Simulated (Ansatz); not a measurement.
`N[SiH2]S` + `[SiH3]`• → `N[SiH2][S]`• + SiH₄  (hydrogen abstraction from the S–H bond)

Computed with Ansatz on PBE0-D4/def2-TZVP structures; ΔE is electronic, products minus reactants. CCSD(T)/CBS adds triple-zeta CCSD(T) − MP2 to the extrapolated MP2 energy (def2 sets, frozen cores). This one scheme is used for every species. DFT in def2-TZVPP. No spin–orbit coupling; open shells (•) take unrestricted orbitals. One conformer a species, not always the lowest.

`N[SiH2]S`:

Z-matrix (Å, degrees):
```
Si
S 1 2.151
N 1 1.706 2 111.5
H 1 1.484 2 111.6 3 -117.8
H 1 1.485 2 105.8 3 122.4
H 2 1.343 1 94.3 3 -148.1
H 3 1.006 1 122.1 2 53.2
H 3 1.006 1 120.4 2 -98.6
```

`[SiH3]`•:

Cartesian coordinates in Å:
```
Si -0.165 -0.131 0.264
H 0.522 -1.246 -0.439
H 0.813 0.856 0.790
H -1.170 0.521 -0.614
```

`N[SiH2][S]`•:

```xyz
7

N    -0.695   -0.817    0.008
Si    0.621    0.294    0.034
S    -0.268    2.203   -0.234
H    -1.177   -0.986   -0.862
H    -1.341   -0.831    0.783
H     1.550   -0.045   -1.071
H     1.310    0.182    1.343
```

SiH₄:

```xyz
5

Si    0.000    0.000    0.000
H    -0.309   -0.004   -1.452
H    -1.017    0.807    0.720
H     1.345    0.589    0.218
H    -0.019   -1.393    0.514
```

```
      species  r2SCAN0 energy (Eh)
   `N[SiH2]S`           -745.44783
    `[SiH3]`•           -291.20456
`N[SiH2][S]`•           -744.80288
         SiH₄           -291.85162
```

Problem. Work out ΔE.

Solution. ΔE = (-744.80288) + (-291.85162) − (-745.44783) − (-291.20456) = -0.00211 Eh = -5.5 kJ/mol. CCSD(T)/CBS gives -8.0 kJ/mol.

Largest T1 diagnostic among the species: 0.017.

In def2-TZVPP, CCSD(T) changes the Hartree–Fock value by +21.0 kJ/mol (the triples alone add +2.8 kJ/mol) and MP2 by +32.7 kJ/mol. At CCSD(T), def2-SVP lies −5.8 kJ/mol from the extrapolated value and def2-TZVPP −2.0 kJ/mol. From PBE to PBE0 (25 % exact exchange), in def2-TZVPP and without D4, ΔE moves by +3.3 kJ/mol.
